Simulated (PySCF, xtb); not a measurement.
Homolysis of single bonds, series B F-SiH3. Isolated molecules, 0 K electronic values unless said otherwise. Strings in code marks are SMILES.

Quantity: homolytic bond dissociation enthalpy at 298 K (no spin–orbit term), in kcal/mol. Enthalpy corrections at 298 K come from GFN2-xTB frequencies (xtb).

Level 1: PBE-D3(BJ)/def2-TZVP (PySCF)
Level 2: B3LYP/3-21G // PBE-D3(BJ)/def2-TZVP (PySCF)
Level 3: PBE/6-31G* // PBE-D3(BJ)/def2-TZVP (PySCF)
Level 4: HF/3-21G // PBE-D3(BJ)/def2-TZVP (PySCF)

| species | level 1 | level 2 | level 3 | level 4 |
|---|---|---|---|---|
| B–Si bond of `FB(F)[SiH3]`, giving `F[B]F` and `[SiH3]` | 84.7 | 88.1 | 86.8 | 66.4 |
| F–B bond of `FB(F)F`, giving `F[B]F` and `[F]` | 169.8 | 170.3 | 175.0 | 129.6 |
| F–B bond of `FB(F)[SiH3]`, giving `F[B][SiH3]` and `[F]` | 169.0 | 168.9 | 173.4 | 125.9 |
